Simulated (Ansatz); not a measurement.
**SiO (SMILES O=[Si]): a two-point extrapolation**

SiO: 2 atoms, total charge 0, spin state singlet. As SMILES, `O=[Si]`. All atoms were displaced at random from a relaxed shape.

```jsonl
{"atom": "O", "x (Å)": "-0.6606", "y (Å)": "0.2127", "z (Å)": "-0.3490"}
{"atom": "Si", "x (Å)": "0.6178", "y (Å)": "-0.2242", "z (Å)": "0.3003"}
```

MP2 energies, 6 core orbitals frozen (Ansatz 0.2.0):

| basis | X | functions | Hartree–Fock (Eh) | correlation (Eh) |
| --- | --- | --- | --- | --- |
| cc-pCVDZ | 2 | 45 | -363.791466 | -0.275305 |
| cc-pCVTZ | 3 | 102 | -363.843575 | -0.338984 |
| cc-pCVQZ | 4 | 193 | -363.853742 | -0.362126 |

The correlation energy converges as X⁻³, the Hartree–Fock energy about exponentially.

Task: Estimate the basis-set limit from the two largest sets.

Result: 
1. Correlation: E(∞) = (4³ E(4) − 3³ E(3))/(4³ − 3³) = (64 × (-0.362126) − 27 × (-0.338984))/37 = -0.379013 Eh.
2. Hartree–Fock: successive steps shrink by 0.195; summing the geometric tail gives -363.853742 + (-0.010167) × 0.195/(1 − 0.195) = -363.856207 Eh.
3. Total: -363.856207 + (-0.379013) = -364.235220 Eh.
4. cc-pCVQZ holds 95.5 % of the extrapolated correlation energy, cc-pCVTZ 89.4 %.

This is an estimate of the method's limit, not an exact energy.
